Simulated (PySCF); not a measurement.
## HCO: from structure and modes to constants

Computed with UPBE0/[C def2-TZVP, O def2-TZVP, H def2-TZVP], no relativity, density fitting, PySCF.

The doublet minimum has Cs symmetry. Masses (u): C 12.00000, O 15.99492, H 1.00782.

```xyz
3
charge 0 multiplicity 2, angstrom
C     0.5277    0.0000   -0.3315
O    -0.4927    0.0000    0.2385
H     1.5382    0.0000    0.1622
```

Harmonic wavenumbers (cm⁻¹): 1109.9 (a', ×1), 1972.2 (a', ×1), 2682.3 (a', ×1).

(1) Find the principal moments of inertia and the rotational constants. What kind of rotor is it?

(2) Find the vibrational entropy and heat capacity at 298.15 K.

## Answers

(1) About the centre of mass I = 0.69629, 11.167, 11.863 u Å². With B = 16.8576/I this gives 24.21, 1.51, 1.421 cm⁻¹. The molecule is an asymmetric top with κ = -0.99.

(2) With u = 1.43878 ω/T, each mode gives S = R[u/(eᵘ−1) − ln(1−e⁻ᵘ)] and C = R u² eᵘ/(eᵘ−1)².
```tsv
ω (cm⁻¹)	u	S (J/(mol K))	C (J/(mol K))
1109.9	5.356	0.25	1.14
1972.2	9.517	0.01	0.06
2682.3	12.944	0.00	0.00
```
The sums over all modes are S = 0.3 and C = 1.2 J/(mol K); the softest mode gives 97 % of the entropy.

This need not be the most stable arrangement of these atoms.
